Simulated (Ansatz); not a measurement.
# AlP (singlet): from Hartree-Fock to the top rungs at distance Al1–P2 = 2.073 Å, cc-pVDZ

How much of the correlation energy of AlP (singlet) does each wave-function method recover here?

The runs use Ansatz 0.2.0, Gaussian basis; cc-pVDZ, core rule «outside noble gas», up to 10 orbitals frozen.

To be run: UHF; CCSD(T) on RHF; CCSD(T) on UHF; BCCD(T) on RHF; CISD; CCSDT(Q) on RHF; CCSDT(Q) on UHF; CCSDTQ on RHF; CASSCF and MRCISD+Q, 2 electrons in 2 orbitals; CASSCF and NEVPT2, 2 electrons in 2 orbitals; CASSCF and MRCISD+Q, 8 electrons in 8 orbitals; CASSCF and MRCISD+Q(relaxed), 8 electrons in 8 orbitals; CASSCF and NEVPT2, 8 electrons in 8 orbitals.

32 further runs of the same task are left out: 6 for a known fault of the program, 21 that didn't finish, 5 set aside as unsound or not needed.

**1. The geometry**

The geometry derives from a PBE0/def2-TZVP stationary point (not a proven minimum). One bond is set to the value named and the two fragments are kept rigid.

2 atoms, charge 0, spin multiplicity 1.

Atoms are counted from 1 here; the program's logs count them from 0.

Bond lengths: Al1–P2 2.073 Å.

**2. UHF**

File in.yaml:

```yaml
crystal:
  periodic: [false, false, false]
  atoms:
    - {symbol: Al, position_ang: [0.000000, 0.000000, 0.000000]}
    - {symbol: P, position_ang: [0.000000, 0.000000, 2.072600]}
basis:
  gaussian: {orbitals: cc-pVDZ}
magnetization: {spin_polarized: true, initial_magnetization: 0}
hamiltonian: {xc: hf}
output: {orbitals: {seedname: orbitals}}
```

Started as:

```sh
$ ansatz run in.yaml --threads 1 --pin off --events-out ev --progress --plain --max-ram 2393MiB
```

After this run come: CCSD(T) on RHF; CCSD(T) on UHF; BCCD(T) on RHF; CISD; CCSDT(Q) on RHF; CCSDT(Q) on UHF; CCSDTQ on RHF; CASSCF and MRCISD+Q, 2 electrons in 2 orbitals; CASSCF and NEVPT2, 2 electrons in 2 orbitals; CASSCF and MRCISD+Q, 8 electrons in 8 orbitals; CASSCF and MRCISD+Q(relaxed), 8 electrons in 8 orbitals; CASSCF and NEVPT2, 8 electrons in 8 orbitals.

Before running them: what should the planned runs give, taken together? Wanted: RCCSDTQ from the RHF energy; RMP2 from RCCSDTQ; RCCSD from RCCSDTQ; RCCSD(T) from RCCSDTQ; RCCSDT(Q) from RCCSDTQ; NEVPT2 pair from RCCSDTQ; MRCISD+Q pair from RCCSDTQ; NEVPT2 valence from RCCSDTQ; T1 diagnostic.

As calculated:

| quantity | value |
| --- | --- |
| RCCSDTQ from the RHF energy | -5.7825 eV |
| RMP2 from RCCSDTQ | +23.97 kcal/mol |
| RCCSD from RCCSDTQ | +10.97 kcal/mol |
| RCCSD(T) from RCCSDTQ | +1.72 kcal/mol |
| RCCSDT(Q) from RCCSDTQ | -0.33 kcal/mol |
| NEVPT2 pair from RCCSDTQ | +23.80 kcal/mol |
| MRCISD+Q pair from RCCSDTQ | +3.97 kcal/mol |
| NEVPT2 valence from RCCSDTQ | +15.98 kcal/mol |
| levels within 1 kcal/mol (43 meV) | RCCSDT(Q), MRCISD+Q valence, MRCISD+Q(relaxed) valence |
| T1 diagnostic | 0.048 |
| effectively unpaired electrons | 0.31 |

What this shows: RCCSD(T) lands +1.72 kcal/mol from the yardstick (1.3 % of the correlation energy). The occupations show some static correlation. Of the multireference levels listed MRCISD+Q valence comes nearest in total energy (+0.13 kcal/mol), which doesn't show that its space is the better one. Coupled cluster took another determinant than the lowest Hartree-Fock one. These misses are within one basis, not against nature.
